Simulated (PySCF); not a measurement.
PH4 (charge +1).
Cartesian coordinates in Å at the PBE0-D3(BJ)/def2-TZVP level; atoms count from 1:
```xyz
5
PH4 angstrom
P     -0.0240    0.0166   -0.0202
H     -0.7851   -0.8542   -0.8107
H      0.2940   -0.6103    1.1916
H     -0.7614    1.1799    0.2358
H      1.1561    0.3509   -0.6968
```

All values: wB97X-D/pcSseg-2 (PySCF, non-relativistic), on one gas-phase PBE0-D3(BJ)/def2-TZVP geometry that isn't relaxed in the solvent. The solvent is an IEF-PCM continuum (Bondi radii, 1.10 Å for H, scaled by 1.2). Specific hydrogen bonds and non-electrostatic terms are outside this model.

Gas phase at wB97X-D/pcSseg-2: HOMO -21.14 eV, LUMO -4.15 eV.

Question: What does the continuum do to the energy and the frontier levels at wB97X-D/pcSseg-2 in chloroform?

Answer: 
```csv
solvent,ε,E(solvent) − E(gas) (kcal/mol),polarisation term (kcal/mol),distortion of the solute (kcal/mol),HOMO (eV),LUMO (eV)
chloroform,4.711,-58.44,-58.51,0.07,-16.16,0.68
```

The polarisation term is half the interaction of the solute with the surface charges that it induces; the rest is the cost of distorting the solute's density. The sum is the electrostatic part of solvation alone.

Question: Which radius a makes Born's formula ΔE = −(q²/2a)(1 − 1/ε) give the value in chloroform?

Answer: a = q²(1 − 1/ε)/(2|ΔE|) = 2.24 Å, with q = +1 e and |ΔE| = 0.0931 Eh; the farthest nucleus lies 1.40 Å from the centroid of the nuclei. The formula assumes a point charge at the centre of a sphere.

Note: wB97X-D ran without an empirical dispersion term, which enters the total energy and its gradient alone.
